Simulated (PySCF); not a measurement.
**What binds to water, and how strongly**

Gas-phase complexes of water, each in one structure from a short search with a few starts, optimised by PBE0-D3(BJ)/def2-TZVPD; other ways of binding may lie lower. Energies in kcal/mol, CCSD(T) at its estimated basis limit, counterpoise-corrected (PySCF): interaction is complex less parts frozen as they stand in it. Contacts are written partner···water; electrostatic, Pauli and orbital are terms of the uncorrected MP2 energy, whose rest is dispersion or correlation. The CCSD(T) estimate is Hartree-Fock/aug-cc-pVQZ, plus the MP2 correlation part extrapolated as X⁻³ from aug-cc-pVTZ and aug-cc-pVQZ, plus CCSD(T) less MP2 in aug-cc-pVDZ; noble-gas cores are frozen. It isn't the exact limit.

2 other partners are left out, for which the search missed the form known or expected to bind best.

Frequency runs check only 2 of the 5 structures; an imaginary mode is left, so that the point isn't a minimum, in the complex with chlorine (172i cm⁻¹), the complex with phosphine (72i cm⁻¹). 2 further partners within 0.25 kcal/mol of a listed one are not ranked.

Task: Order these partners of water by interaction energy, strongest first: ethylene, chlorine, PH2F, phosphine, methanol.

Result: methanol (-5.6), PH2F (-3.1), chlorine (-2.7), ethylene (-2.4), phosphine (-1.3).
```csv
partner,contact,distance (Å),interaction,electrostatic,Pauli,orbital
methanol,O···H,1.89,-5.6,-9.5,8.7,-3.0
PH2F,F···H,2.09,-3.1,-3.9,3.1,-1.0
chlorine,Cl···O,2.77,-2.7,-4.4,5.2,-1.6
ethylene,C···H,2.45,-2.4,-4.2,5.0,-1.6
phosphine,P···O,3.29,-1.3,-2.1,2.3,-0.4
```
